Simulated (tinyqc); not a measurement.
Inside a calculation. Method: CCD on RHF in the sto-3g basis, for H2O, spin multiplicity 1. One step of it, computed by the program tinyqc.

Question. Iteration 1: building the Fock matrix. J_ij = sum D_kl (ij|kl), K_ij = sum D_kl (ik|jl); F = H + J - 0.5 K; E = tr D H + tr D J / 2 - 0.25 tr D K + E_nn.

D at the start, order 1O 1s, 1O 2s, 1O 2px, 1O 2py, 1O 2pz, 2H 1s, 3H 1s:
```
[[2.133985, -0.601607, 0.000000, 0.000000, -0.055890, 0.083335, 0.083335],
 [-0.601607, 2.694787, 0.000000, 0.000000, 0.342172, -0.370971, -0.370971],
 [0.000000, 0.000000, 2.000000, 0.000000, 0.000000, 0.000000, 0.000000],
 [0.000000, 0.000000, 0.000000, 2.349834, 0.000000, -0.364196, 0.364196],
 [-0.055890, 0.342172, 0.000000, 0.000000, 2.197230, -0.252145, -0.252145],
 [0.083335, -0.370971, 0.000000, -0.364196, -0.252145, 0.127038, 0.014146],
 [0.083335, -0.370971, 0.000000, 0.364196, -0.252145, 0.014146, 0.127038]]
```

core Hamiltonian H = T + V (hartree), order 1O 1s, 1O 2s, 1O 2px, 1O 2py, 1O 2pz, 2H 1s, 3H 1s:
```
[[-32.699888, -7.607827, 0.000000, 0.000000, -0.019075, -1.673168, -1.673168],
 [-7.607827, -9.315654, 0.000000, 0.000000, -0.225858, -3.626848, -3.626848],
 [0.000000, 0.000000, -7.441979, 0.000000, 0.000000, 0.000000, 0.000000],
 [0.000000, 0.000000, 0.000000, -7.583793, 0.000000, -1.931757, 1.931757],
 [-0.019075, -0.225858, 0.000000, 0.000000, -7.539571, -1.677270, -1.677270],
 [-1.673168, -3.626848, 0.000000, -1.931757, -1.677270, -5.009373, -1.606320],
 [-1.673168, -3.626848, 0.000000, 1.931757, -1.677270, -1.606320, -5.009373]]
```

Two-electron integrals (ij|kl) in chemists' order, unique and non-zero (hartree):
```
(11|11) 4.785065    (21|11) 0.741380    (21|21) 0.136873    (22|11) 1.118947
(22|21) 0.256633    (22|22) 0.817206    (31|31) 0.024477    (32|31) 0.037809
(32|32) 0.180518    (33|11) 1.115814    (33|21) 0.256684    (33|22) 0.817023
(33|33) 0.880159    (41|41) 0.024477    (42|41) 0.037809    (42|42) 0.180518
(43|43) 0.047444    (44|11) 1.115814    (44|21) 0.256684    (44|22) 0.817023
(44|33) 0.785270    (44|44) 0.880159    (51|51) 0.024477    (52|51) 0.037809
(52|52) 0.180518    (53|53) 0.047444    (54|54) 0.047444    (55|11) 1.115814
(55|21) 0.256684    (55|22) 0.817023    (55|33) 0.785270    (55|44) 0.785270
(55|55) 0.880159    (61|11) 0.164289    (61|21) 0.030066    (61|22) 0.055982
(61|33) 0.055875    (61|41) 0.001066    (61|42) 0.001992    (61|44) 0.056069
(61|51) 0.000885    (61|52) 0.001652    (61|54) 0.000161    (61|55) 0.056009
(61|61) 0.006690    (62|11) 0.390879    (62|21) 0.090734    (62|22) 0.318862
(62|33) 0.313520    (62|41) 0.005230    (62|42) 0.039587    (62|44) 0.322835
(62|51) 0.004339    (62|52) 0.032840    (62|54) 0.007728    (62|55) 0.319931
(62|61) 0.020304    (62|62) 0.152721    (63|31) 0.009600    (63|32) 0.055497
(63|43) 0.008272    (63|53) 0.006862    (63|63) 0.022029    (64|11) 0.213731
(64|21) 0.050265    (64|22) 0.188653    (64|33) 0.180050    (64|41) 0.012145
(64|42) 0.077745    (64|44) 0.201958    (64|51) 0.002112    (64|52) 0.018456
(64|54) 0.011312    (64|55) 0.183742    (64|61) 0.011756    (64|62) 0.109751
(64|64) 0.100009    (65|11) 0.177303    (65|21) 0.041698    (65|22) 0.156499
(65|33) 0.149363    (65|41) 0.002112    (65|42) 0.018456    (65|44) 0.153812
(65|51) 0.011352    (65|52) 0.070807    (65|54) 0.011963    (65|55) 0.166148
(65|61) 0.009753    (65|62) 0.091045    (65|64) 0.064689    (65|65) 0.075692
(66|11) 0.523300    (66|21) 0.123449    (66|22) 0.496642    (66|33) 0.476451
(66|41) 0.009403    (66|42) 0.097388    (66|44) 0.511969    (66|51) 0.007800
(66|52) 0.080789    (66|54) 0.029465    (66|55) 0.500893    (66|61) 0.027887
(66|62) 0.296425    (66|64) 0.243293    (66|65) 0.201826    (66|66) 0.774606
(71|11) 0.164289    (71|21) 0.030066    (71|22) 0.055982    (71|33) 0.055875
(71|41) -0.001066   (71|42) -0.001992   (71|44) 0.056069    (71|51) 0.000885
(71|52) 0.001652    (71|54) -0.000161   (71|55) 0.056009    (71|61) 0.006592
(71|62) 0.019696    (71|64) 0.010398    (71|65) 0.009467    (71|66) 0.026748
(71|71) 0.006690    (72|11) 0.390879    (72|21) 0.090734    (72|22) 0.318862
(72|33) 0.313520    (72|41) -0.005230   (72|42) -0.039587   (72|44) 0.322835
(72|51) 0.004339    (72|52) 0.032840    (72|54) -0.007728   (72|55) 0.319931
(72|61) 0.019696    (72|62) 0.125558    (72|64) 0.061906    (72|65) 0.072871
(72|66) 0.202149    (72|71) 0.020304    (72|72) 0.152721    (73|31) 0.009600
(73|32) 0.055497    (73|43) -0.008272   (73|53) 0.006862    (73|63) 0.017569
(73|73) 0.022029    (74|11) -0.213731   (74|21) -0.050265   (74|22) -0.188653
(74|33) -0.180050   (74|41) 0.012145    (74|42) 0.077745    (74|44) -0.201958
(74|51) -0.002112   (74|52) -0.018456   (74|54) 0.011312    (74|55) -0.183742
(74|61) -0.010398   (74|62) -0.061906   (74|64) -0.013375   (74|65) -0.035094
(74|66) -0.087434   (74|71) -0.011756   (74|72) -0.109751   (74|74) 0.100009
(75|11) 0.177303    (75|21) 0.041698    (75|22) 0.156499    (75|33) 0.149363
(75|41) -0.002112   (75|42) -0.018456   (75|44) 0.153812    (75|51) 0.011352
(75|52) 0.070807    (75|54) -0.011963   (75|55) 0.166148    (75|61) 0.009467
(75|62) 0.072871    (75|64) 0.035094    (75|65) 0.059217    (75|66) 0.128826
(75|71) 0.009753    (75|72) 0.091045    (75|74) -0.064689   (75|75) 0.075692
(76|11) 0.159818    (76|21) 0.037445    (76|22) 0.142806    (76|33) 0.139389
(76|44) 0.142039    (76|51) 0.002811    (76|52) 0.025250    (76|55) 0.146837
(76|61) 0.008303    (76|62) 0.068241    (76|64) 0.042205    (76|65) 0.045728
(76|66) 0.137213    (76|71) 0.008303    (76|72) 0.068241    (76|74) -0.042205
(76|75) 0.045728    (76|76) 0.037196    (77|11) 0.523300    (77|21) 0.123449
(77|22) 0.496642    (77|33) 0.476451    (77|41) -0.009403   (77|42) -0.097388
(77|44) 0.511969    (77|51) 0.007800    (77|52) 0.080789    (77|54) -0.029465
(77|55) 0.500893    (77|61) 0.026748    (77|62) 0.202149    (77|64) 0.087434
(77|65) 0.128826    (77|66) 0.345391    (77|71) 0.027887    (77|72) 0.296425
(77|74) -0.243293   (77|75) 0.201826    (77|76) 0.137213    (77|77) 0.774606
```

nuclear repulsion = 9.02938286 hartree

Give: Coulomb J; exchange K; Fock matrix F; total energy of this density.

Answer.

Coulomb J (hartree), order 1O 1s, 1O 2s, 1O 2px, 1O 2py, 1O 2pz, 2H 1s, 3H 1s:
```
[[18.7619, 3.5820, 0.0000, 0.0000, 0.0045, 0.7868, 0.7868],
 [3.5820, 8.8734, 0.0000, 0.0000, -0.0059, 3.3526, 3.3526],
 [0.0000, 0.0000, 8.8704, 0.0000, 0.0000, 0.0000, 0.0000],
 [0.0000, 0.0000, 0.0000, 8.8626, 0.0000, 1.9414, -1.9414],
 [0.0045, -0.0059, 0.0000, 0.0000, 8.8638, 1.6065, 1.6065],
 [0.7868, 3.3526, 0.0000, 1.9414, 1.6065, 4.9952, 1.4628],
 [0.7868, 3.3526, 0.0000, -1.9414, 1.6065, 1.4628, 4.9952]]
```

exchange K (hartree), order 1O 1s, 1O 2s, 1O 2px, 1O 2py, 1O 2pz, 2H 1s, 3H 1s:
```
[[9.8579, 1.7244, 0.0000, 0.0000, 0.0017, 0.3975, 0.3975],
 [1.7244, 2.8760, 0.0000, 0.0000, 0.0011, 0.9523, 0.9523],
 [0.0000, 0.0000, 2.3772, 0.0000, 0.0000, 0.0000, 0.0000],
 [0.0000, 0.0000, 0.0000, 2.3687, 0.0000, 0.4118, -0.4118],
 [0.0017, 0.0011, 0.0000, 0.0000, 2.3681, 0.3395, 0.3395],
 [0.3975, 0.9523, 0.0000, 0.4118, 0.3395, 0.4792, 0.3018],
 [0.3975, 0.9523, 0.0000, -0.4118, 0.3395, 0.3018, 0.4792]]
```

Fock matrix F (hartree), order 1O 1s, 1O 2s, 1O 2px, 1O 2py, 1O 2pz, 2H 1s, 3H 1s:
```
[[-18.8670, -4.8880, 0.0000, 0.0000, -0.0154, -1.0852, -1.0852],
 [-4.8880, -1.8803, 0.0000, 0.0000, -0.2324, -0.7504, -0.7504],
 [0.0000, 0.0000, 0.2398, 0.0000, 0.0000, 0.0000, 0.0000],
 [0.0000, 0.0000, 0.0000, 0.0944, 0.0000, -0.1963, 0.1963],
 [-0.0154, -0.2324, 0.0000, 0.0000, 0.1402, -0.2405, -0.2405],
 [-1.0852, -0.7504, 0.0000, -0.1963, -0.2405, -0.2538, -0.2944],
 [-1.0852, -0.7504, 0.0000, 0.1963, -0.2405, -0.2944, -0.2538]]
```

total energy of this density = -73.235680 hartree
